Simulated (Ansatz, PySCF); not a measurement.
Species: dimethylsulfoxide, C₂H₆OS (charge 0, singlet). SMILES: O=S(C)C
Structure (B3LYP-D3(BJ)/def2-TZVP (Ansatz, a first-principles code) minimum search):
```xyz
10

S      0.0001     0.2316    -0.4434
O     -0.0091     1.4791     0.3687
C      1.3569    -0.7945     0.1950
C     -1.3493    -0.8091     0.1868
H      1.2528    -0.8869     1.2761
H     -2.2783    -0.2983    -0.0600
H      1.3433    -1.7716    -0.2883
H      2.2817    -0.2736    -0.0462
H     -1.3222    -1.7861    -0.2964
H     -1.2508    -0.9004     1.2685
```
Charge 0, spin multiplicity 1.

Quantity: atomisation energy (electronic, to ground-state atoms), in kJ/mol. Valence correlation only, unless marked. Open shells are spin-unrestricted. Spin-orbit coupling is left out. No relativistic terms. The coupled-cluster limit lacks core correlation, which all-electron functionals hold. Basis-set limits of correlation are two-point, X^-3; Hartree-Fock from the larger set. [CCSD(T)-MP2]/basis is that difference in the basis named.

| level | program | atomisation energy (kJ/mol) | minus last row |
|---|---|---|---|
| HF/STO-3G | Ansatz | 2677.2 | -903.9 |
| HF/cc-pV(D+d)Z | Ansatz | 2402.6 | -1178.5 |
| HF/def2-TZVPD | PySCF | 2507.7 | -1073.4 |
| BLYP-D4/def2-TZVPD | Ansatz + dftd4 | 3579.0 | -2.1 |
| revPBE/def2-TZVPD | Ansatz | 3523.5 | -57.6 |
| PBE0-D4/def2-TZVP | Ansatz + dftd4 | 3584.3 | 3.2 |
| r2SCAN0-D4/def2-TZVPD | Ansatz + dftd4 | 3528.1 | -53.0 |
| LC-wPBE-D3(BJ)/def2-TZVPD | Ansatz + dftd3 | 3569.2 | -11.9 |
| RI-MP2/CBS(cc-pV(T+d)Z,cc-pV(Q+d)Z) | Ansatz | 3638.7 | 57.6 |
| RI-MP2/CBS(cc-pV(T+d)Z,cc-pV(Q+d)Z)+[CCSD(T)-MP2]/cc-pV(T+d)Z | Ansatz | 3581.1 | 0.0 |
